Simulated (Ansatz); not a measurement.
Results of revPBE in Ansatz (plane waves, PAW) for zinc-blende HgSe.

Run with plane-wave cutoff 520 eV, 10×10×10 k mesh, Fermi–Dirac smearing 0.01 eV, scalar-relativistic PAW data made under PBE.

Computed at the level's own relaxed cell.

Task: Give the computed volume per atom, bulk modulus, lattice constant a and pressure derivative B′ of the bulk modulus.

Result: 
- volume per atom = 31.67 Å³/atom
- bulk modulus = 37.6 GPa
- lattice constant a = 6.328 Å
- pressure derivative B′ of the bulk modulus = 5.1

The run finds no gap.

Measured, for comparison: equilibrium volume per atom 28.16 Å³/atom, lattice constant a 6.085 Å (293 K, not corrected to a static lattice; as tabulated in Cardona et al. (2009), arXiv:0908.2634); bulk modulus 50 GPa (temperature not stated, not corrected to a static lattice, our sources range from 48.5 to 51.6; as tabulated in Toher et al. (2017), arXiv:1611.05714). Computed (rounded) less measured: equilibrium volume per atom +12.5 %, bulk modulus -25 % (-22 % to -27 % over the range), lattice constant a +4.0 %.

Note: the cell is over a tenth larger than the published one: the level's own overestimate first of all, though another phase or state, or a fault of the published cell, is possible.

Spin–orbit coupling is not included; it can open a gap where bands touch, and shift volumes and moduli.

Computing time: roughly 50 core-seconds.

Ansatz is a program for electronic structure.
